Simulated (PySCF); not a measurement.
Gas-phase reaction: Si2O2 + N → Si2N + 2 O. Level: PBE0/def2-QZVP†; standard pressure 1 bar.

Computed with PySCF and rigid-rotor harmonic-oscillator thermochemistry at 1 bar. † marks an energy on the PBE0/def2-TZVP geometry and frequencies. Open shells (unrestricted): N (multiplicity 4), Si2N (multiplicity 2, electronic degeneracy 4), O (multiplicity 3, electronic degeneracy 9); the rest are closed-shell singlets. Spin-orbit splitting is ignored; it lowers the true energy and changes the entropy of Si2N, O. Si2O2: computed as isolated molecules; such fragments, hydroxides, amides, oligomers or adducts are transient or little studied in the gas. The harmonic model lacks anharmonicity and excited electronic states, which grow with temperature; levels with a mode under 35 cm⁻¹ are left out.

```json
[
 {"T (K)": "1200", "1000/T (1/K)": "0.8333", "log10 K": "-25.95"},
 {"T (K)": "1400", "1000/T (1/K)": "0.7143", "log10 K": "-21.00"},
 {"T (K)": "1600", "1000/T (1/K)": "0.6250", "log10 K": "-17.29"},
 {"T (K)": "1800", "1000/T (1/K)": "0.5556", "log10 K": "?"},
 {"T (K)": "2000", "1000/T (1/K)": "0.5000", "log10 K": "-12.09"},
 {"T (K)": "2500", "1000/T (1/K)": "0.4000", "log10 K": "-7.93"}
]
```

**Question.** Fit log10 K = a + b·(1000/T) to the five rows, get the mean ΔH° and ΔS°, and predict log10 K at 1800 K.

**Answer.** Means: 1000/T = 0.6145, log10 K = -16.852. Sums of products about the means: Sxy = -4.86823, Sxx = 0.117064, so b = Sxy/Sxx = -41.59 and a = -16.852 − (-41.59)×0.6145 = 8.71.
ΔH° = −R ln 10 × 1000 K × b = −19.145 × (-41.59) = 796 kJ; ΔS° = R ln 10 × a = 167 J/K. The run's own values go from 796 kJ and 166 J/K at 1200 K to 796 kJ and 167 J/K at 2500 K.
Prediction at 1800 K: 8.71 + (-41.59)×0.5556 = -14.40. The computed value is -14.40, 0.00 from the line.
For scale, ΔH°(298 K) is 792 kJ at this level, 839 kJ at ωB97M-V/def2-TZVP†, and runs from 742 to 1152 kJ over the 14 levels computed.
